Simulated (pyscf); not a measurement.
Thermochemistry of product channels of Cl⁻ + H₃C–CH₂–F on the singlet surface, in eV, from CCSD(T)/def2-TZVPPD + ΔMP2(QZVPPD) energies (ideal gas, 1 atm, RRHO with modes under 100 cm⁻¹ raised to 100, one conformer, R ln 2 for rigid chiral ones). Structures and frequencies: ωB97X-D3(BJ)/def2-SVPD in PySCF. Correlated levels are frozen-core, on RHF or UHF. ΔMP2 is the change of the MP2 total energy from the triple- to the quadruple-zeta basis.

```csv
products,ΔE,ΔH(298 K),ΔG(298 K),ΔG(1200 K)
HCl + H₂C=CH₂ + F⁻,(withheld),+2.18,+1.76,+0.47
HCl + H₃C–CH⁻–F,+3.56,+3.33,+3.21,+2.80
```

Question: Some entries are withheld; supply them.

Answer: 
- HCl + H₂C=CH₂ + F⁻, ΔE: +2.39

These are energies of the channels, which say nothing of barriers. The CCSD(T) − MP2 part came from Ansatz, without density fitting, on the same reference.
